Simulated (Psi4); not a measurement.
# N2O (nitrous oxide) at MP2/aug-cc-pVTZ (DKH2, density fitting, density fitting for correlation)

Aim: the energy of N2O (nitrous oxide). 

The results are computed with Psi4 1.11.

4 further runs of the same task are left out: 4 set aside as unsound or not needed.

**1. The structure to begin with**

The species is N2O (3 atoms), meant as a singlet with charge 0. As SMILES, `N#[N+][O-]`. Geometry: relaxed at PBE0-D4/def2-TZVP.

Bond lengths: N1–N2 1.118 Å, N2–O3 1.174 Å. Angles: N1–N2–O3 180.0°.

**2. The energy at MP2/aug-cc-pVTZ (DKH2, density fitting, density fitting for correlation)**

calc.in

```
memory 1600 mb

molecule system {
  0 1
  N     -0.511700     1.001300    -0.167900
  N     -0.008400     0.016500    -0.002800
  O      0.520100    -1.017800     0.170700
}

set {
  freeze_core true
  mp2_type df
  relativistic dkh
  dkh_order 2
}

energy('mp2/aug-cc-pVTZ')
```

Command:

```sh
$ psi4 calc.in calc.out -n 1
```

calc.out:

```text
[...]
  Running in c1 symmetry.
[...]
  Nuclear repulsion =   61.347861729966489
[...]
  Multiplicity = 1
[...]
  Nalpha       = 11
  Nbeta        = 11
[...]
    Number of basis functions: 138
[...]
   @DF-RHF iter   1:  -183.78202013759838   -5.42147e-01   3.26942e-03 DIIS/ADIIS
[...]
   @DF-RHF iter  11:  -183.85710305986410   -1.12266e-11   4.92314e-09 DIIS
[...]
    Orbital Energies [Eh]
    ---------------------
    Doubly Occupied:
       1A    -20.670290     2A    -15.850936     3A    -15.701469
       4A     -1.624406     5A     -1.431992     6A     -0.834414
       7A     -0.768810     8A     -0.768810     9A     -0.698074
      10A     -0.492057    11A     -0.492057
[...]
  @DF-RHF Final Energy:  -183.85710305986410
   => Energetics <=
    Nuclear Repulsion Energy =             61.3478617299664890
    One-Electron Energy =                -371.7433046934924619
    Two-Electron Energy =                 126.5383399036618641
    Total Energy =                       -183.8571030598641016
[...]
 Multipole Moments:
 ------------------------------------------------------------------------------------
     Multipole            Electronic (a.u.)      Nuclear  (a.u.)        Total (a.u.)
 ------------------------------------------------------------------------------------
 L = 1.  Multiply by 2.5417464519 to convert [e a0] to [Debye]
 Dipole X            :          0.0000336           -0.0000005            0.0000332
 Dipole Y            :          0.0000412           -0.0000006            0.0000407
 Dipole Z            :          0.2344450           -0.0089621            0.2254828
 Magnitude           :                                                    0.2254828
[...]
```

Run time: 1.6 s. Hardware: 1 thread of AMD EPYC 9R45 (Zen 5), shared host; peak memory 0.26 GiB.

**3. What came out**

Level: MP2/aug-cc-pVTZ (DKH2, density fitting, density fitting for correlation), 3 core orbitals frozen.

```
                                   quantity          value
                               total energy  -184.50752 Eh
        HOMO energy (Hartree–Fock orbitals)      -13.39 eV
        LUMO energy (Hartree–Fock orbitals)        1.82 eV
      HOMO–LUMO gap (Hartree–Fock orbitals)       15.21 eV
correlation energy (3 core orbitals frozen)     -650.4 mEh
```
